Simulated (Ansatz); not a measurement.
Energy needed to pull apart C₂H₆Si (SMILES CC[SiH]), closed shell, into free ground-state atoms, from the structure below (displaced at random from a GFN2-xTB minimum); no zero-point or spin–orbit terms; open-shell atoms are treated unrestricted, in their ground-state multiplicity.

```xyz
9
angstrom
C -0.5888 0.5300 -0.5726
C 0.3450 -0.6391 -0.1151
Si 1.5725 0.0327 1.1981
H -1.0980 0.2814 -1.4583
H -0.2096 1.3628 -0.9297
H -1.3312 0.8018 0.1645
H 0.8913 -0.9161 -0.9343
H -0.0741 -1.4270 0.1168
H 0.3674 0.2258 2.2676
```

Computed with Ansatz 0.2.0 (basis: def2-TZVPP); correlated methods freeze the cores.

```json
{"method": "PBE-D4", "atomization energy (eV)": "31.42"}
{"method": "r2SCAN-D4", "atomization energy (eV)": "?"}
{"method": "PBE0-D4", "atomization energy (eV)": "31.15"}
{"method": "BHLYP-D4", "atomization energy (eV)": "30.63"}
{"method": "wB97X-V", "atomization energy (eV)": "31.17"}
{"method": "wB97M-V", "atomization energy (eV)": "?"}
{"method": "HF", "atomization energy (eV)": "23.07"}
{"method": "MP2", "atomization energy (eV)": "30.45"}
{"method": "CCSD", "atomization energy (eV)": "30.08"}
{"method": "CCSD(T)", "atomization energy (eV)": "30.42"}
```

(1) What does r2SCAN-D4 give? (To be estimated.)

(2) What does wB97M-V give? (Judge from chemistry; the value comes from the calculation.)

The T1 diagnostic stays at or below 0.012. The restricted Hartree–Fock reference is unstable towards an unrestricted one here.

## Answers

(1) By the calculation: 31.06 eV, which is about 0.65 eV more than CCSD(T)/def2-TZVPP.

(2) By the calculation: 31.31 eV, which is about 0.89 eV more than CCSD(T)/def2-TZVPP.

In triple zeta the MP2 and coupled-cluster atomization energies are still short of their basis limit by a few kcal/mol a bond, whereas those of the functionals are nearly converged, so these differences are not deviations from converged CCSD(T).

For scale, one of the runs: CCSD(T)/def2-TZVPP forces, 188 basis functions (an equivalent command: `ansatz run in.yaml --threads 4`). Hardware: 4 CPU threads, shared host. Wall time 87 s; peak host memory 3.8 GiB.
